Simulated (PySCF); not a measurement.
3C-SiC: correlation energy from several methods in one and the same small orbital space (PySCF; 2 atoms at the zone centre, 8 electrons in 17 orbitals, empty ones MP2 natural orbitals of a TZ basis, lattice constant set to 4.358 Å). It tests the methods against each other and lies far from the crystal's limit.

```tsv
method	E_corr (eV per atom)	share of full CI (%)	error (meV)
MP2	-1.7573	76.1	552
CCSD	-2.2696	98.3	40
CCSD(T)	-2.2957	99.4	14
CCSDT	-2.3041	99.8	5
CCSDT(Q)	-2.3080	99.9	1
CCSDTQ	-2.3091	100.0	0
full CI	-2.3093	100.0	0
```

The Hartree–Fock determinant has a weight of 0.91 in the full CI state.

MP2, (T) and (Q) use filled levels shifted down by the Madelung term, which in so small a cell is a large part of the gap, so these rows hang on it.
